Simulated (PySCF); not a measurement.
ClH, charge +1, multiplicity 2. Atoms are numbered in the order given.

```xyz
2

Cl     0.0000     0.0000    -0.0741
H      0.0000     0.0000     1.2603
```
Charge +1, spin multiplicity 2.

Geometry optimised at PBE-D3(BJ)/def2-TZVPD. The multiplicity is an assumed one; other spin states were not compared.

The numbers are results of CAM-B3LYP/def2-TZVPD in PySCF, not measurements.

```json
{
  "total_energy": "-460.36420 hartree",
  "point_group": "C∞v",
  "α spin, highest occupied and lowest empty level": "-21.25 and -7.41 eV",
  "β spin, highest occupied and lowest empty level": "-20.79 and -14.58 eV",
  "dipole_moment_about_the_centre_of_nuclear_charge": "1.59 D",
  "⟨S²⟩": "0.754 (pure state 0.75)"
}
```
